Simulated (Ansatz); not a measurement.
in.yaml

```yaml
crystal:
  periodic: [false, false, false]
  atoms:
    - {symbol: B, position_ang: [0.000000, -0.166725, 0.821814]}
    - {symbol: C, position_ang: [0.000000, 0.069000, -0.670687]}
    - {symbol: H, position_ang: [0.000000, 0.643783, 1.698084]}
    - {symbol: H, position_ang: [0.000000, 1.062299, -1.123373]}
    - {symbol: H, position_ang: [0.000000, -0.740028, -1.397397]}
basis:
  gaussian: {orbitals: cc-pVDZ}
total_charge: 1
magnetization: {spin_polarized: true, initial_magnetization: 3}
correlation: {method: ccsd, electrons: valence}
```

```sh
$ ansatz run in.yaml --threads 1 --pin off --events-out ev --progress --plain --max-ram 2393MiB
```

Output:

```
393 factors; integrals over basis functions are off by at most 1.1e-3 eV
mean field evaluation 1: about -1732.4424 eV, gradient 1.7e1 eV
mean field evaluation 2: about -1732.4433 eV, gradient 1.7e1 eV
mean field evaluation 4: about -1734.4788 eV, gradient 2.1e0 eV
mean field evaluation 8: about -1734.5542 eV, gradient 1.1e-1 eV
mean field evaluation 16: about -1734.1811 eV, gradient 6.6e0 eV
mean field evaluation 32: about -1734.5569 eV, gradient 2.2e-4 eV
mean field evaluation 64: about -1731.5410 eV, gradient 2.9e0 eV
mean field evaluation 96: about -1732.9521 eV, gradient 1.6e-1 eV
mean field evaluation 128: about -1732.9467 eV, gradient 1.3e-2 eV
mean field -1734.55692726 eV, -63.7437913519 hartree, gradient 2.2e-6 eV, S^2 3.769431; 5 other end points of the search recorded, 0 dependent functions left out
determinant -1734.55692726 eV, -63.7437913519 hartree, with singles and doubles -1739.72184172 eV, -63.9335984575 hartree
determinant -1732.94726880 eV, -63.6846374946 hartree, with singles and doubles -1737.69817059 eV, -63.8592299149 hartree
determinant -1731.73683047 eV, -63.6401547064 hartree, with singles and doubles -1736.87406754 eV, -63.8289446866 hartree
2 core orbitals not correlated: weight in the atoms' cores, before any rotation towards them, 1.000 or more for the frozen orbitals, at most 0.000 for the correlated occupied ones
reference -1734.55692726 eV, -63.7437913519 hartree; 6, 3 occupied and 35, 38 virtual orbitals, 393 factors
second order -4.26432389 eV of doubles, -0.00000000 eV of singles
cycle   1  -5.16508742 eV  change   -1.7e-4 eV  update   1.4e-3
cycle   2  -5.16532096 eV  change   -2.3e-4 eV  update   1.1e-3
cycle   3  -5.16512441 eV  change    2.0e-4 eV  update   5.3e-4
cycle   4  -5.16512134 eV  change    3.1e-6 eV  update   3.2e-4
cycle   5  -5.16550447 eV  change   -3.8e-4 eV  update   1.3e-4
cycle   6  -5.16557122 eV  change   -6.7e-5 eV  update   7.1e-5
cycle   7  -5.16544226 eV  change    1.3e-4 eV  update   4.3e-5
cycle   8  -5.16542559 eV  change    1.7e-5 eV  update   1.7e-5
cycle   9  -5.16543197 eV  change   -6.4e-6 eV  update   9.0e-6
cycle  10  -5.16543919 eV  change   -7.2e-6 eV  update   2.8e-6
Total energy: -1739.72236646 eV, -63.9336177411 hartree
```

Ran on 1 thread of AMD EPYC, shared host: 8 s wall, 0.16 GiB peak host memory.
